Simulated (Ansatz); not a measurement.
Worked example: the enthalpy of formation of NH3 (ammonia)

The species is NH3 (4 atoms), meant as a singlet with charge 0. As SMILES, `N`. The shape is that of a PBE0-D4/def2-TZVP optimisation.

Total energies at BHLYP/6-31G (Ansatz 0.2.0); the atoms run unrestricted:

```tsv
species	state	energy (Eh)
NH3	singlet	-56.488498
N	quartet	-54.571554
H	doublet	-0.496834
```

Harmonic wavenumbers at PBE0-D4/def2-TZVP, in cm⁻¹: 1031, 1670, 1670, 3502, 3631, 3631.

Measured heats of formation of the gaseous atoms at 298.15 K, in kJ/mol: N 472.4, H 218.0. Take 1 Eh = 2625.50 kJ/mol, 1 cm⁻¹ = 0.0119627 kJ/mol, RT = 2.479 kJ/mol.

What heat of formation follows?


1. Electronic atomisation energy: (-54.571554) + 3 × (-0.496834) − (-56.488498) = 0.426442 Eh = 1119.6 kJ/mol.
2. Zero-point energy: half the sum of the wavenumbers, 7567.5 cm⁻¹ = 90.5 kJ/mol.
3. Thermal vibrational enthalpy, Σ hcν̃/(exp(hcν̃/kT) − 1): 0.1 kJ/mol. Translation, rotation and pV of a non-linear molecule: 4 RT = 9.9 kJ/mol.
4. The 4 free atoms carry 5/2 RT each: 24.8 kJ/mol.
5. Atomisation enthalpy at 298 K: 1119.6 − 90.5 − 0.1 − 9.9 + 24.8 = 1043.9 kJ/mol.
6. Sum of the atoms' heats of formation: 1126.4 kJ/mol. Heat of formation: 1126.4 − 1043.9 = +82.5 kJ/mol.

The tabulated value is -45.6 kJ/mol (Active Thermochemical Tables), so this level is off by +128.1 kJ/mol, or 10.9 % of the atomisation enthalpy. Hybrids with much exact exchange underbind. A basis without polarisation functions underbinds badly. Anharmonicity and any spin-orbit splitting of the molecule are left out.
